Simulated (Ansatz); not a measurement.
# r2SCAN/aug-cc-pVDZ run of SiH2O2 (SMILES O[Si]O)

Aim: the vertical ionisation energy of SiH2O2 at r2SCAN/aug-cc-pVDZ, from 2 runs. 

The results are computed with Ansatz 0.2.0.

64 further runs of the same task are left out: 64 set aside as unsound or not needed.

**1. The system as given**

SiH2O2 has 5 atoms, charge 0, and is taken as a singlet. SMILES: `O[Si]O`. The shape is that of a PBE0-D4/def2-TZVP optimisation. This is one conformer, not always the lowest.

Bond lengths: O1–Si2 1.642 Å, Si2–O3 1.663 Å, O1–H4 0.964 Å, O3–H5 0.960 Å. Angles: O1–Si2–O3 99.4°, Si2–O1–H4 117.5°, Si2–O3–H5 116.1°.

**2. The energy at r2SCAN/aug-cc-pVDZ**

File job.yaml:

```yaml
crystal:
  periodic: [false, false, false]
  atoms:
    - {symbol: O, position_ang: [-1.443200, -0.105600, -0.275000]}
    - {symbol: Si, position_ang: [-0.212000, -0.791300, 0.567700]}
    - {symbol: O, position_ang: [1.036000, 0.187500, 0.068600]}
    - {symbol: H, position_ang: [-1.231900, 0.648900, -0.836100]}
    - {symbol: H, position_ang: [1.901100, -0.013100, 0.433400]}
basis:
  gaussian:
    orbitals: aug-cc-pVDZ
hamiltonian:
  xc: r2scan
accuracy: high
output: {orbitals: {seedname: orbitals}}
```

The run is started by

```bash
$ ansatz run job.yaml --threads 1 --pin off --max-ram 3480MiB --events-out events.jsonl --progress --plain --runs-dir runs
```

Output:

```text
Warning: RAYON_NUM_THREADS=1 ignored (pool sized by the plan → 1); use --threads N
Functional definition: r2SCAN
  name "r2SCAN"
  parameter k0 = 0.174
  parameter k1 = 0.065
  parameter a1 = 4.9479
  exchange = r2scan_x(k0 = k0, k1 = k1, a1 = a1)
  correlation = r2scan_c
1788 factors; integrals over basis functions are off by at most 3.4e-9 eV
mean field evaluation 1: about -11992.8001 eV, gradient 7.8e1 eV
mean field evaluation 2: about -11943.3598 eV, gradient 1.7e2 eV
mean field evaluation 4: about -12003.4678 eV, gradient 5.5e0 eV
mean field evaluation 8: about -12003.5448 eV, gradient 5.9e-1 eV
mean field evaluation 16: about -12003.5455 eV, gradient 3.6e-5 eV
mean field -12003.54547247 eV, -441.1221598179 hartree, gradient 8.1e-8 eV, S^2 0.000000; 0 other end points of the search recorded, 0 dependent functions left out
reference -12003.54547440 eV, -441.1221598888 hartree; 16, 16 occupied and 75, 75 virtual orbitals, 1788 factors
Total energy: -12003.54547440 eV, -441.1221598888 hartree
```

Run time: 10 s. Hardware: 1 thread of Arm Neoverse V2, shared host; peak memory 0.24 GiB.

**3. The doublet cation**

File input.yaml:

```yaml
basis:
  gaussian: {orbitals: aug-cc-pVDZ}
crystal:
  periodic: [false, false, false]
  atoms:
    - {symbol: O, position_ang: [-1.443200, -0.105600, -0.275000]}
    - {symbol: Si, position_ang: [-0.212000, -0.791300, 0.567700]}
    - {symbol: O, position_ang: [1.036000, 0.187500, 0.068600]}
    - {symbol: H, position_ang: [-1.231900, 0.648900, -0.836100]}
    - {symbol: H, position_ang: [1.901100, -0.013100, 0.433400]}
accuracy: high
total_charge: 1
output: {orbitals: {seedname: orbitals}}
magnetization: {spin_polarized: true, initial_magnetization: 1}
hamiltonian: {xc: r2scan}
```

The run is started by

```bash
$ ansatz run input.yaml --threads 1 --pin off --max-ram 3480MiB --events-out events.jsonl --progress --plain --runs-dir runs
```

Output, shortened:

```text
Warning: RAYON_NUM_THREADS=1 ignored (pool sized by the plan → 1); use --threads N
[... 7 set-up lines as earlier in the session ...]
1786 factors; integrals over basis functions are off by at most 3.4e-9 eV
mean field evaluation 1: about -11967.5867 eV, gradient 8.5e1 eV
mean field evaluation 2: about -11810.6653 eV, gradient 1.8e2 eV
mean field evaluation 4: about -11993.3776 eV, gradient 1.2e1 eV
mean field evaluation 8: about -11994.1232 eV, gradient 2.8e-1 eV
mean field evaluation 16: about -11994.1254 eV, gradient 6.5e-4 eV
mean field -11994.12537378 eV, -440.7759775761 hartree, gradient 5.3e-8 eV, S^2 0.755988; 0 other end points of the search recorded, 0 dependent functions left out
reference -11994.12538114 eV, -440.7759778466 hartree; 16, 15 occupied and 75, 76 virtual orbitals, 1786 factors
Total energy: -11994.12538114 eV, -440.7759778466 hartree
```

Wall time 17 s (1 thread of Arm Neoverse V2, shared host); peak memory 0.37 GiB.

**4. What came out**

At r2SCAN/aug-cc-pVDZ:

| quantity | value |
| --- | --- |
| singlet SiH2O2: total energy | -441.12216 Eh |
| singlet SiH2O2: HOMO energy | -6.25 eV |
| singlet SiH2O2: LUMO energy | -1.92 eV |
| singlet SiH2O2: HOMO–LUMO gap | 4.33 eV |
| doublet cation: total energy | -440.77598 Eh |
| doublet cation: HOMO energy (highest over α and β) | -15.00 eV |
| doublet cation: LUMO energy (lowest over α and β) | -12.30 eV |
| doublet cation: ⟨S²⟩ | 0.756 |
| vertical ionisation energy (to the doublet cation) | 9.420 eV |

In words: The vertical ionisation energy comes to 9.42 eV (909 kJ/mol). The negative HOMO energy of the first species, 6.25 eV, lies 3.17 eV below that difference.
